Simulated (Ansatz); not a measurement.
Saddle point of CH5OSi, doublet (CH₂O ([CH2][O]) + SiH₃ → CH₅OSi ([CH2][O][SiH3]); bonds formed: O1–Si3), PBE0-D4/def2-TZVP structure:

O1  (0.821, -0.507, 0.431)
C2  (0.388, -0.596, 1.568)
Si3  (-0.138, 0.627, -1.273)
H4  (1.071, -0.593, 2.430)
H5  (-0.693, -0.643, 1.768)
H6  (-0.332, 1.871, -2.094)
H7  (-1.456, 0.297, -0.664)
H8  (0.339, -0.456, -2.166)
(Å)

Energies are electronic, without zero-point energy. Barriers and step energies count from the start structure reached by relaxing down the imaginary mode; all methods use the PBE0-D4 structures, on which another method's saddle can fall below an end. Computed with Ansatz 0.2.0 (basis: def2-TZVPP, with def2-QZVPP for the basis limit); correlated methods freeze the cores; orbitals are unrestricted. B3LYP uses VWN-RPA correlation. Extrapolation: Hartree–Fock as exp(−7.88 √X), correlation as X^−2.97.

```json
{"method": "SPW92", "barrier (eV)": "-0.160", "step energy (eV)": "-1.701"}
{"method": "PBE-D4", "barrier (eV)": "0.011", "step energy (eV)": "-1.392"}
{"method": "BLYP-D4", "barrier (eV)": "0.042", "step energy (eV)": "-1.358"}
{"method": "r2SCAN-D4", "barrier (eV)": "0.068", "step energy (eV)": "-1.624"}
{"method": "B97M-V", "barrier (eV)": "0.106", "step energy (eV)": "-1.516"}
{"method": "PBE0-D4", "barrier (eV)": "0.142", "step energy (eV)": "-1.573"}
{"method": "B3LYP-D4", "barrier (eV)": "0.146", "step energy (eV)": "-1.520"}
{"method": "r2SCAN0-D4", "barrier (eV)": "0.163", "step energy (eV)": "-1.739"}
{"method": "BHLYP-D4", "barrier (eV)": "?", "step energy (eV)": "-1.724"}
{"method": "CAM-B3LYP-D4", "barrier (eV)": "0.223", "step energy (eV)": "-1.652"}
{"method": "wB97X-V", "barrier (eV)": "0.258", "step energy (eV)": "-1.639"}
{"method": "wB97M-V", "barrier (eV)": "?", "step energy (eV)": "-1.606"}
{"method": "B2PLYP", "barrier (eV)": "0.246", "step energy (eV)": "-1.526"}
{"method": "PBE-QIDH", "barrier (eV)": "0.267", "step energy (eV)": "-1.661"}
{"method": "RPA on PBE", "barrier (eV)": "0.322", "step energy (eV)": "-1.355"}
{"method": "HF", "barrier (eV)": "?", "step energy (eV)": "-1.651"}
{"method": "MP2", "barrier (eV)": "0.464", "step energy (eV)": "-1.507"}
{"method": "CCSD", "barrier (eV)": "0.343", "step energy (eV)": "-1.530"}
{"method": "CCSD(T)", "barrier (eV)": "0.309", "step energy (eV)": "-1.481"}
```

**Question.** Fill in the withheld barriers. (Judge from chemistry; the value comes from the calculation.)

**Answer.** Computed: wB97M-V 0.228; HF 0.525; BHLYP-D4 0.270 eV. Each is the energy of the saddle less that of the start structure, by the same method.

For comparison, the barrier by CCSD(T) at an estimated basis limit (MP2 extrapolated from triple and quadruple zeta, plus CCSD(T) − MP2 in triple zeta) is 0.286 eV.

T1 diagnostic: at most 0.027. ⟨S²⟩ of the unrestricted Hartree–Fock references: 0.75 to 0.83 (a pure state has 0.75). The unrestricted reference is spin-contaminated, which hurts MP2 most.

Radical steps of this kind take place in plasma deposition and etching.

Labels in which every atom is bracketed show which atoms are joined, not bond orders.

For scale, one of the runs: CCSD(T)/def2-TZVPP, 174 basis functions, launched by `ansatz run in.yaml --threads 4 --pin off --events-out ev --progress --plain --max-ram 9574MiB`. Hardware: 4 CPU threads of an Arm Neoverse V1, shared host. Wall time 57 s; peak host memory 3.8 GiB.
